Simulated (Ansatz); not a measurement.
in.yaml

```yaml
crystal:
  periodic: [false, false, false]
  atoms:
    - {symbol: Ge, position_ang: [0.003474, 0.001263, -0.019218]}
    - {symbol: H, position_ang: [1.303572, 0.026528, 0.463679]}
    - {symbol: H, position_ang: [-0.833098, 1.238309, 0.451329]}
    - {symbol: H, position_ang: [-0.720855, -1.355833, 0.469977]}
basis:
  gaussian: {orbitals: "6-31G*"}
magnetization: {spin_polarized: false, initial_magnetization: 1}
correlation: {method: sc_nevpt2, electrons: valence, active_space: {window: {electrons: 1, orbitals: 6}, states: [{multiplicity: 2, weights: [1, 1, 1, 1]}], root: 2}}
```

```sh
$ ansatz run in.yaml --threads 1 --pin off --events-out ev --progress --plain --max-ram 2393MiB
```

Output:

```
698 factors; integrals over basis functions are off by at most 1.3e-7 eV
mean field evaluation 1: about -56511.0290 eV, gradient 8.1e0 eV
mean field evaluation 2: about -56511.0433 eV, gradient 8.2e0 eV
mean field evaluation 4: about -56511.5187 eV, gradient 1.7e0 eV
mean field evaluation 8: about -56511.5241 eV, gradient 5.9e-4 eV
mean field -56511.52412895 eV, -2076.7602068522 hartree, gradient 4.1e-6 eV, S^2 0.750000; 0 other end points of the search recorded, 0 dependent functions left out
reference -56511.52412895 eV, -2076.7602068522 hartree; 18, 17 occupied and 23, 24 virtual orbitals, 698 factors
state -56511.38495397 eV, -2076.7550922660 hartree
state -56505.12325992 eV, -2076.5249792540 hartree
state -56504.88891550 eV, -2076.5163672552 hartree
state -56504.19120900 eV, -2076.4907270145 hartree
state -56511.38495397 eV, -2076.7550922660 hartree; corrected -56518.23723479 eV, -2077.0069089414 hartree
state -56505.12325992 eV, -2076.5249792540 hartree; corrected -56511.84184099 eV, -2076.7718825543 hartree
state -56504.88891550 eV, -2076.5163672552 hartree; corrected -56511.61957962 eV, -2076.7637145996 hartree
state -56504.19120900 eV, -2076.4907270145 hartree; corrected -56510.94707991 eV, -2076.7390006910 hartree
WARN: 2 active orbitals are nearly empty or full. The corrections depend on them more than the energy does, and are more stable in an active space without them
Total energy: -56511.61957962 eV, -2076.7637145996 hartree
```

Natural occupations, averaged over the states: 0.2500 0.2500 0.2500 0.2500 0.0000 0.0000.

Before any correction even the lowest state lies above the reference determinant, by 0.14 eV, so the averaged orbitals or the space serve it badly.

Ran on 1 thread of Arm Neoverse V2, shared host: 1.7 s wall, 0.1 GiB peak host memory.
